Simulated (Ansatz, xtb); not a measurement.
## C3H5Cl+: which of two isomers lies lower

Structure a: the doublet with the links of `[CH2+][C](C)Cl`. Structure b: the doublet with the links of `C[CH][CH+]Cl`. Both are isolated ions in the gas phase, relaxed with B3LYP-D3(BJ)/def2-SVP; the shapes shown needn't be the lowest conformers.

a (Å):

```yaml
atoms:
  - { symbol: C, position_ang: [2.4178, -2.1117, 2.1786] }
  - { symbol: C, position_ang: [1.0842, -1.7939, 2.5184] }
  - { symbol: C, position_ang: [-0.0998, -2.4503, 1.9351] }
  - { symbol: Cl, position_ang: [0.8616, -0.5851, 3.6661] }
  - { symbol: H, position_ang: [3.2587, -1.5899, 2.6460] }
  - { symbol: H, position_ang: [2.6165, -2.8917, 1.4360] }
  - { symbol: H, position_ang: [-0.7578, -1.6936, 1.4664] }
  - { symbol: H, position_ang: [-0.7099, -2.9068, 2.7384] }
  - { symbol: H, position_ang: [0.1775, -3.2139, 1.1976] }
```

b (Å):

| atom | x (Å) | y (Å) | z (Å) |
| --- | --- | --- | --- |
| C | -1.5958 | 0.4810 | -1.2913 |
| C | -1.3854 | 1.4603 | -0.2350 |
| C | -0.2610 | 1.5759 | 0.6049 |
| Cl | 1.0528 | 0.5611 | 0.5069 |
| H | -0.7781 | -0.2354 | -1.4306 |
| H | -2.5533 | -0.0503 | -1.0991 |
| H | -1.8094 | 1.0204 | -2.2396 |
| H | -2.1730 | 2.2034 | -0.0498 |
| H | -0.2047 | 2.3558 | 1.3731 |

Task: Which of the two would you expect CCSD(T)/def2-SVP + ΔMP2/def2-TZVPP electronic energies to favour?

Result: Not settled: CCSD(T)/def2-SVP + ΔMP2/def2-TZVPP gives E(b) − E(a) = −5.03 kJ/mol, but this leans on the basis-set step: CCSD(T) alone gives −3.76 kJ/mol.

The same difference at several levels:

```tsv
level	geometry	E(b) − E(a) (kJ/mol)	departure from the last row (kJ/mol)	job, with rough time for the two
GFN2-xTB	GFN2-xTB	−12.23	−7.19	optimisation, 0.62 s
HF/STO-3G	GFN2-xTB	+11.92	+16.95	single point, 1.9 s
r2SCAN-D4/def2-SVP	GFN2-xTB	−3.09	+1.95	single point, 14 s
B3LYP-D3(BJ)/def2-SVP	B3LYP-D3(BJ)/def2-SVP	−10.36	−5.33	optimisation, 9.3 min
HF/def2-SVP	B3LYP-D3(BJ)/def2-SVP	+3.25	+8.28	part of the CCSD(T) run
MP2/def2-SVP	B3LYP-D3(BJ)/def2-SVP	−2.00	+3.04	part of the CCSD(T) run
CCSD(T)/def2-SVP	B3LYP-D3(BJ)/def2-SVP	−3.76	+1.27	single point
CCSD(T)/def2-SVP + ΔMP2/def2-TZVPP	B3LYP-D3(BJ)/def2-SVP	−5.03		single point, 95 s
```

As drawn, both hold the same kinds of bond in the same numbers.

HF/STO-3G, HF/def2-SVP put the two in the other order. MP2/def2-SVP finds them nearly level. The largest departure from CCSD(T)/def2-SVP + ΔMP2/def2-TZVPP is that of HF/STO-3G, 16.95 kJ/mol. The last row adds to CCSD(T) the change of the MP2 difference between the two basis sets, here −1.27 kJ/mol.

With harmonic frequencies from B3LYP-D3(BJ)/def2-SVP (ideal gas, rigid rotor, one conformer each, 298.15 K, 1 atm): on the last row, ΔE + ΔZPE = −3.10 kJ/mol. A mode under 50 cm⁻¹ makes harmonic enthalpies and free energies unreliable, so none is given.

Open shells are spin-unrestricted. The correlated steps freeze 8 core orbitals. Codes used: Ansatz 0.2.0, xtb 6.7.1; the last row on 2 threads of AMD EPYC (Zen 3) on a shared host.
